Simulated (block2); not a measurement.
**BNH6 (SMILES [BH3-][NH3+]): DMRG/STO-6G (functionals set, moving atoms set)**

Wanted: the energy along one coordinate of BNH6. 

The results are computed with block2 0.5.4.

## Step 1: The molecule

The species is BNH6 (8 atoms), meant as a singlet with charge 0. SMILES: `[BH3-][NH3+]`. The shape is that of a PBE0-D4/def2-TZVP optimisation.

Bond lengths: B1–N2 1.639 Å, B1–H3 1.212 Å, B1–H4 1.212 Å, B1–H5 1.212 Å, N2–H6 1.015 Å, N2–H7 1.015 Å, N2–H8 1.015 Å. Some angles: B1–N2–H6 110.9°, B1–N2–H7 110.9°, B1–N2–H8 110.9°, N2–B1–H3 105.3°, N2–B1–H4 105.3°, N2–B1–H5 105.3°, H6–N2–H7 108.0°, H6–N2–H8 108.0°, H7–N2–H8 108.0°, H3–B1–H4 113.3°.

## Step 2: The energy along one coordinate at DMRG/STO-6G (functionals set, moving atoms set)

Input file stretch.py:

```python
import numpy as np
from pyscf import cc, dft, gto, mcscf, mp, scf
from pyblock2._pyscf.ao2mo import integrals as itg
from pyblock2.driver.core import DMRGDriver, SymmetryTypes

symbols = ["B", "N", "H", "H", "H", "H", "H", "H"]
xyz = np.array([
    [-0.191300, 0.250800, -0.775400],
    [0.206500, -0.255100, 0.731700],
    [-0.078200, -0.728400, -1.481000],
    [-1.332600, 0.649700, -0.687200],
    [0.604400, 1.126600, -1.038400],
    [0.140800, 0.507000, 1.398700],
    [1.156600, -0.611300, 0.755300],
    [-0.414000, -0.996500, 1.040500],
])
i, j, moving = 4, 0, [0, 1, 2, 3, 5, 6, 7]
u = (xyz[j] - xyz[i]) / np.linalg.norm(xyz[j] - xyz[i])
r0 = np.linalg.norm(xyz[j] - xyz[i])
functionals = {"SVWN5": "lda,vwn5", "PBE0": "pbe0", "CAM-B3LYP": "camb3lyp"}

def stable(mf, dm=None):
    for _ in range(4):
        mf.kernel(dm)
        if not mf.converged:
            mf = mf.newton().run(mf.mo_coeff, mf.mo_occ).undo_soscf()
        mo, _, ok, _ = mf.stability(return_status=True)
        if ok:
            break
        dm = mf.make_rdm1(mo, mf.mo_occ)
    return mf

def value(obj):
    return obj.e_tot if obj.converged else float("nan")

def exact(mf):
    ncas, n_elec, spin, ecore, h1e, g2e, orb_sym = itg.get_rhf_integrals(mf, ncore=2, ncas=14, pg_symm=False, g2e_symm=1)
    driver = DMRGDriver(scratch="./tmp", symm_type=SymmetryTypes.SU2, stack_mem=1500 << 20, n_threads=1)
    idx = driver.orbital_reordering(h1e, g2e)
    driver.initialize_system(n_sites=ncas, n_elec=n_elec, spin=spin)
    mpo = driver.get_qc_mpo(h1e=h1e, g2e=g2e, ecore=ecore, reorder=idx, iprint=0)
    occs = np.array([1.8] * 7 + [1.0] * 0 + [0.2] * 7)[idx]
    ket = driver.get_random_mps(tag="GS", bond_dim=100, occs=occs)
    e = driver.dmrg(mpo, ket, n_sweeps=16, tol=1e-6, bond_dims=[100] * 3 + [100] * 3 + [200] * 4, noises=[1e-4] * 4 + [1e-5] * 4 + [0], thrds=[1e-8] * 10, iprint=0)
    return e, driver.get_dmrg_results()[1][-1]

cols = ["RHF", "UHF", "MP2", "CCSD", "CCSD(T)", "UMP2", "UCCSD", "UCCSD(T)", "SVWN5", "PBE0", "CAM-B3LYP", "DMRG"]
rows, s2, dw = [], [], []
dm_r = None
distances = [1.1516, 1.2122, 1.5758, 1.697, 1.8182, 1.9395, 3.0304]
for r in distances:
    x = xyz.copy()
    x[moving] += (r - r0) * u
    mol = gto.M(atom=list(zip(symbols, x)), basis="sto-6g", charge=0, spin=0, verbose=0)
    rhf = scf.RHF(mol).set(conv_tol=1e-10, max_cycle=200)
    rhf.kernel(dm_r)
    if not rhf.converged:
        rhf = rhf.newton().run(rhf.mo_coeff, rhf.mo_occ)
    dm_r = rhf.make_rdm1()
    uhf = stable(scf.UHF(mol).set(conv_tol=1e-9, max_cycle=200))
    e = [value(rhf), value(uhf)]
    for ref in (rhf, uhf):
        c = cc.CCSD(ref, frozen=2).set(max_cycle=120).run()
        e += [mp.MP2(ref, frozen=2).run().e_tot, value(c), c.e_tot + c.ccsd_t() if c.converged else float("nan")]
    for xc in functionals.values():
        e.append(value(stable(dft.UKS(mol, xc=xc).set(conv_tol=1e-8, max_cycle=80), uhf.make_rdm1())))
    e_ref, w = exact(rhf)
    rows.append(e + [e_ref])
    s2.append(uhf.spin_square()[0])
    dw.append(w)
    print(f"r = {r:.4f} A  " + "  ".join(f"{k} {v:.6f}" for k, v in zip(cols, rows[-1])) + f"  <S^2>(UHF) {s2[-1]:.3f}" + f"  DW {w:.1e}", flush=True)
rows = np.array(rows)
print("\nenergies relative to r = 1.2122 A, eV")
print("r/A    " + "".join(f"{k:>10s}" for k in cols))
for r, row in zip(distances, rows):
    print(f"{r:<7.3f}" + "".join(f"{v:10.3f}" for v in (row - rows[1]) * 27.211386))
print("\nnon-parallelity error against DMRG, eV")
for k, d in zip(cols[:-1], (rows[:, :-1] - rows[:, -1:]).T * 27.211386):
    print(f"{k:>10s} {np.nanmax(d) - np.nanmin(d):10.3f}")
```

Run with:

```bash
$ python stretch.py
```

Log:

```text
r = 1.1516 A  RHF -82.388377  UHF -82.388377  MP2 -82.488157  CCSD -82.522234  CCSD(T) -82.522920  UMP2 -82.488157  UCCSD -82.522234  UCCSD(T) -82.522920  SVWN5 -82.147727  PBE0 -82.862049  CAM-B3LYP -82.911116  DMRG -82.523126  <S^2>(UHF) 0.000  DW 1.4e-06
r = 1.2122 A  RHF -82.386540  UHF -82.386540  MP2 -82.487425  CCSD -82.522122  CCSD(T) -82.522826  UMP2 -82.487425  UCCSD -82.522122  UCCSD(T) -82.522826  SVWN5 -82.146822  PBE0 -82.861026  CAM-B3LYP -82.909985  DMRG -82.523033  <S^2>(UHF) 0.000  DW 1.6e-06
r = 1.5758 A  RHF -82.322982  UHF -82.322982  MP2 -82.432726  CCSD -82.473131  CCSD(T) -82.474026  UMP2 -82.432726  UCCSD -82.473131  UCCSD(T) -82.474026  SVWN5 -82.095864  PBE0 -82.807406  CAM-B3LYP -82.856004  DMRG -82.474264  <S^2>(UHF) 0.000  DW 5.4e-06
r = 1.6970 A  RHF -82.293124  UHF -82.293124  MP2 -82.406687  CCSD -82.449863  CCSD(T) -82.450875  UMP2 -82.406687  UCCSD -82.449863  UCCSD(T) -82.450875  SVWN5 -82.072235  PBE0 -82.782360  CAM-B3LYP -82.830786  DMRG -82.451145  <S^2>(UHF) 0.000  DW 3.3e-06
r = 1.8182 A  RHF -82.262279  UHF -82.263018  MP2 -82.380103  CCSD -82.426549  CCSD(T) -82.427722  UMP2 -82.373735  UCCSD -82.426501  UCCSD(T) -82.427675  SVWN5 -82.048239  PBE0 -82.756807  CAM-B3LYP -82.804951  DMRG -82.428026  <S^2>(UHF) 0.123  DW 2.7e-06
r = 1.9395 A  RHF -82.231471  UHF -82.240201  MP2 -82.354014  CCSD -82.404265  CCSD(T) -82.405659  UMP2 -82.341056  UCCSD -82.404082  UCCSD(T) -82.405436  SVWN5 -82.024681  PBE0 -82.731617  CAM-B3LYP -82.779332  DMRG -82.405978  <S^2>(UHF) 0.385  DW 2.4e-06
r = 3.0304 A  RHF -82.027291  UHF -82.188242  MP2 -82.213956  CCSD -82.306869  CCSD(T) -82.316629  UMP2 -82.275749  UCCSD -82.307887  UCCSD(T) -82.309005  SVWN5 -81.899666  PBE0 -82.630427  CAM-B3LYP -82.675096  DMRG -82.310996  <S^2>(UHF) 0.987  DW 2.0e-06

energies relative to r = 1.2122 A, eV
r/A           RHF       UHF       MP2      CCSD   CCSD(T)      UMP2     UCCSD  UCCSD(T)     SVWN5      PBE0 CAM-B3LYP      DMRG
1.152      -0.050    -0.050    -0.020    -0.003    -0.003    -0.020    -0.003    -0.003    -0.025    -0.028    -0.031    -0.003
1.212       0.000     0.000     0.000     0.000     0.000     0.000     0.000     0.000     0.000     0.000     0.000     0.000
1.576       1.729     1.729     1.488     1.333     1.328     1.488     1.333     1.328     1.387     1.459     1.469     1.327
1.697       2.542     2.542     2.197     1.966     1.958     2.197     1.966     1.958     2.030     2.141     2.155     1.956
1.818       3.381     3.361     2.920     2.601     2.588     3.094     2.602     2.589     2.683     2.836     2.858     2.585
1.940       4.220     3.982     3.630     3.207     3.188     3.983     3.212     3.194     3.324     3.521     3.555     3.185
3.030       9.776     5.396     7.441     5.857     5.611     5.760     5.830     5.818     6.725     6.275     6.392     5.770

non-parallelity error against DMRG, eV
       RHF      4.053
       UHF      1.171
       MP2      1.689
      CCSD      0.088
   CCSD(T)      0.162
      UMP2      0.815
     UCCSD      0.060
  UCCSD(T)      0.049
     SVWN5      0.978
      PBE0      0.530
 CAM-B3LYP      0.650
```

Run time: 4.8 min. Hardware: 1 thread of Intel Xeon 6975P-C (Granite Rapids), shared host; peak memory 0.51 GiB.

Energies in eV from each method's first point:

| distance (Å) | RHF | UHF | MP2 | CCSD | CCSD(T) | UMP2 | UCCSD | UCCSD(T) | SVWN5 | PBE0 | CAM-B3LYP | DMRG |
| --- | --- | --- | --- | --- | --- | --- | --- | --- | --- | --- | --- | --- |
| 1.152 | 0.00 | 0.00 | 0.00 | 0.00 | 0.00 | 0.00 | 0.00 | 0.00 | 0.00 | 0.00 | 0.00 | 0.00 |
| 1.212 | 0.05 | 0.05 | 0.02 | 0.00 | 0.00 | 0.02 | 0.00 | 0.00 | 0.02 | 0.03 | 0.03 | 0.00 |
| 1.576 | 1.78 | 1.78 | 1.51 | 1.34 | 1.33 | 1.51 | 1.34 | 1.33 | 1.41 | 1.49 | 1.50 | 1.33 |
| 1.697 | 2.59 | 2.59 | 2.22 | 1.97 | 1.96 | 2.22 | 1.97 | 1.96 | 2.05 | 2.17 | 2.19 | 1.96 |
| 1.818 | 3.43 | 3.41 | 2.94 | 2.60 | 2.59 | 3.11 | 2.61 | 2.59 | 2.71 | 2.86 | 2.89 | 2.59 |
| 1.940 | 4.27 | 4.03 | 3.65 | 3.21 | 3.19 | 4.00 | 3.22 | 3.20 | 3.35 | 3.55 | 3.59 | 3.19 |
| 3.030 | 9.83 | 5.45 | 7.46 | 5.86 | 5.61 | 5.78 | 5.83 | 5.82 | 6.75 | 6.30 | 6.42 | 5.77 |
